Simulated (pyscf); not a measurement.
This saddle point was located with ωB97X-D3(BJ)/def2-SVP in PySCF.

```xyz
10

O      0.9784     1.9357     0.4560
Si    -0.4612     1.1834    -0.3996
O      0.3527    -0.0017    -1.2275
O     -1.0594     2.2173    -1.5512
O     -1.5823     0.3155     0.4811
H      0.7398     2.7989     0.8687
H      0.1807    -0.8964    -0.9162
H     -1.0063     1.8534    -2.4465
H     -2.1352     0.8280     1.0808
H      2.1153     1.8853     0.3388
```
Charge 0, spin multiplicity 2.

Surface: doublet, charge 0. Lowest wavenumbers (cm⁻¹): 1699i, 110, 155, 220, 237.

Task: Name the species on either side of this saddle.

Result: `[OH][Si]([OH])([OH])[OH]` + `[H]` [doublet] ⇌ `[OH2]` + `[OH][Si]([OH])[OH]` [doublet], a substitution at O read from left to right: O–Si broken and H–O formed. At ωB97M-D3(BJ)/def2-TZVP it lies +34.5 kcal/mol from the left side and +14.8 kcal/mol from the right (each side as separated species at their lowest minima found). On the product side the descent ends in a complex (not fully relaxed), 4.4 kcal/mol under the separated species and 23.0 kcal/mol under the saddle at ωB97X-D3(BJ)/def2-TZVP. At ωB97X-D3(BJ)/def2-TZVP the barrier from the zero used here is 38.1 kcal/mol. The same reactants have a lower exit, to •O–Si(OH)(OH)–OH + H₂ (barrier +22.9 kcal/mol at ωB97M-D3(BJ)/def2-TZVP, against +34.5 kcal/mol here). This is the saddle that the search found; another between the same sides may lie lower. The angle at the attacked O is 136°.
